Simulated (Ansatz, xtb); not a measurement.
## Ranking isomers of C4H7FO

8 gas-phase structures of C4H7FO, from a drawn sample of its isomers (lower ones may exist). Each was relaxed with GFN2-xTB; where two conformers were screened, the lower at r2SCAN-D4/def2-SVP//GFN2-xTB is listed:

A. `FC[C@@H]1CCO1`, a singlet
B. `CC[C@H](F)C=O`, a singlet
C. `C[C@H](C=O)CF`, a singlet
D. `C[C@@H](F)[C@@H]1CO1`, a singlet
E. `C[C@@H]1OC[C@@H]1F`, a singlet
F. `FCC[C@@H]1CO1`, a singlet
G. `F[C@@H]1CCCO1`, a singlet
H. `C/C=C(/F)OC`, a singlet

**Question.** Estimate their order in r2SCAN-D4/def2-SVP//GFN2-xTB energy at these geometries, lowest first.

**Answer.** Calculated order at r2SCAN-D4/def2-SVP//GFN2-xTB: G (0.0), B (9.8), C (10.3), H (21.8), E (26.7), D (29.6), A (32.2), F (32.8) kcal/mol. Less than 1 kcal/mol parts B and C; A and F, so the order within those pairs means little.

Energies above the lowest of each column, in kcal/mol; the last columns are at r2SCAN-D4/def2-SVP geometries and were run for some of them only (a dash: not run or not comparable):

```
structure  GFN2-xTB  HF/STO-3G  r2SCAN-D4/def2-SVP//GFN2-xTB  r2SCAN-D4/def2-SVP  CCSD(T)/def2-SVP + ΔMP2/def2-TZVPP
        G       0.0        0.0                           0.0                 0.0                                 0.0
        B      23.4       35.2                           9.8                 9.5                                 8.2
        C      22.1       36.0                          10.3                 9.8                                 8.2
        H      23.0       40.7                          21.8                   –                                   –
        E      22.8       24.3                          26.7                   –                                   –
        D      23.5       42.2                          29.6                   –                                   –
        A      24.5       28.8                          32.2                   –                                   –
        F      24.9       43.7                          32.8                   –                                   –
```

Every level run on G puts it lowest or level with the lowest. CCSD(T)/def2-SVP + ΔMP2/def2-TZVPP orders those it was run on as G (0.0), C (8.2), B (8.2) kcal/mol. Less than 1 kcal/mol parts C and B, so the order within that pair means little. Some further structures that were screened fall inside this span and aren't listed. Flexible structures stand in one conformer each, not always the lowest. Frequencies (GFN2-xTB) were run for B, C, G alone. ΔMP2 is the change of the MP2 energy from the smaller to the larger basis.

Over these structures GFN2-xTB departs from r2SCAN-D4/def2-SVP//GFN2-xTB by 6.5 kcal/mol on average once a common shift is removed. A GFN2-xTB relaxation took about 0.11 s and the r2SCAN-D4/def2-SVP//GFN2-xTB energy about 2 s on a shared host (Ansatz 0.2.0, xtb 6.7.1).
